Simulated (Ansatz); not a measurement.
Input file:

```yaml
crystal:
  periodic: [false, false, false]
  atoms:
    - {symbol: P, position_ang: [0.077593, -0.037948, 0.000000]}
    - {symbol: H, position_ang: [0.193543, -0.037948, -1.514668]}
    - {symbol: H, position_ang: [-1.940832, 2.358226, 0.000000]}
    - {symbol: H, position_ang: [-0.830664, -1.116186, 0.000000]}
    - {symbol: H, position_ang: [0.193543, -0.037948, 1.514668]}
basis:
  gaussian: {orbitals: def2-SVP}
magnetization: {spin_polarized: true, initial_magnetization: 1}
correlation: {method: mp2, electrons: outside_noble_gas}
accuracy: high
```

```sh
$ ansatz run in.yaml --threads 1 --pin off --events-out ev --progress --plain --max-ram 2393MiB
```

Log:

```
735 factors; integrals over basis functions are off by at most 3.7e-9 eV
mean field evaluation 1: about -9323.6864 eV, gradient 1.0e1 eV
mean field evaluation 2: about -9323.7222 eV, gradient 1.0e1 eV
mean field evaluation 4: about -9325.9853 eV, gradient 3.0e0 eV
mean field evaluation 8: about -9326.3551 eV, gradient 5.0e-1 eV
mean field evaluation 16: about -9326.5950 eV, gradient 3.2e-3 eV
mean field evaluation 32: about -9326.8266 eV, gradient 3.9e-5 eV
mean field evaluation 64: about -9326.5950 eV, gradient 7.2e-5 eV
mean field evaluation 96: about -9326.5950 eV, gradient 2.2e-5 eV
mean field evaluation 128: about -9326.2123 eV, gradient 9.5e-1 eV
mean field evaluation 160: about -9326.3088 eV, gradient 3.5e-5 eV
mean field -9326.82663201 eV, -342.7545567760 hartree, gradient 2.3e-8 eV, S^2 1.749931; 12 other end points of the search recorded, 0 dependent functions left out
5 core orbitals not correlated: weight in the atoms' cores, before any rotation towards them, 1.000 or more for the frozen orbitals, at most 0.000 for the correlated occupied ones
reference -9326.82663201 eV, -342.7545567760 hartree; 5, 4 occupied and 28, 29 virtual orbitals, 735 factors
second order -3.11377148 eV of doubles, -0.00000000 eV of singles
Total energy: -9329.94040349 eV, -342.8689857674 hartree
```

Ran on 1 thread of Intel Xeon Platinum 8488C, shared host: 0.99 s wall, 0.16 GiB peak host memory.
